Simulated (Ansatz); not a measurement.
Where PBE misses the bulk modulus: 11 values for a set of fcc solids

PBE (Ansatz, a quantum-chemistry and plane-wave program) was set against 11 reference values (fcc Ag, fcc Al, fcc Au, fcc Cu, fcc Ir, fcc Ni, fcc Pb, fcc Pd, fcc Pt, fcc Rh, fcc Sr), measured values corrected to a static lattice. Its mean error is -9.7 % and its mean absolute error 10.2 % (median 7.2 %); 6 of 11 lie within 10 %, and the value is below the reference in 10 of 11 cases.

All rows, largest deviation first (by %; values in GPa; a dash: no usable value at that level):

| solid | reference | PBE | PBE error (%) | HSE06 | PBE0 | r²SCAN |
|---|---|---|---|---|---|---|
| fcc Au | 182 | 139 | -23 | 146 | 148 | 154 |
| fcc Ag | 110 (104–111) | 91.5 | -16.8 | 86.5 | 85.7 | 104 |
| fcc Pb | 47 | 39.2 | -16.6 | 42.2 | 43.5 | 43.7 |
| fcc Pt | 289 | 248 | -14.2 | 277 | 270 | 271 |
| fcc Pd | 195 (187–198) | 168 | -14.1 | 175 | 176 | 185 |
| fcc Sr | 12.5 | 11.6 | -7.2 | 11.5 | 10.7 | 11.7 |
| fcc Rh | 271 (271–289) | 257 | -5.3 | 291 | 294 | 282 |
| fcc Ir | 365 | 347 | -4.8 | 397 | 397 | 377 |
| fcc Al | 80.8 (77.1–82.0) | 76.9 | -4.8 | 82.6 | 83.2 | 92.8 |
| fcc Ni | 192 (186–195) | 197 | +2.6 | 180 | – | 218 |
| fcc Cu | 144 | 141 | -2.4 | 129 | 130 | 162 |

All these references are brought to a static lattice.

Spin–orbit coupling is left out, also for the solids with elements from indium on (fcc Au, fcc Ir, fcc Pb, fcc Pt); its size isn't shown.

Brackets give the range of the sources taken for a reference, where it is wide; it can hold other temperatures.

Differences are worked out from unrounded values.

Programs: Ansatz.

Ansatz's runs of these crystals have no spin polarisation, but for fcc Ni. Meta-GGA and hybrid levels favour moments, which can bear on fcc Pt, fcc Pd, fcc Rh, fcc Ni.

Density-functional runs with spin start from parallel moments for fcc Ni.

Each level is taken at its own relaxed cell. Ansatz's density-functional and Hartree–Fock values are scalar-relativistic unless marked +SOC, with PAW data made under PBE.

Not in this set, of the fcc solids with a reference value in our tables and a result at some level: 1 for sources at odds. These can be a level's best or worst cases. Solids held back whole aren't counted. Layered and molecular crystals are counted apart. The metals Ce to Yb are counted apart.

References as tabulated in Levämäki et al. (2014), arXiv:1402.3671; Mejia-Rodriguez and Trickey (2018), arXiv:1807.09216; doi:10.1021/acs.jctc.3c00612.
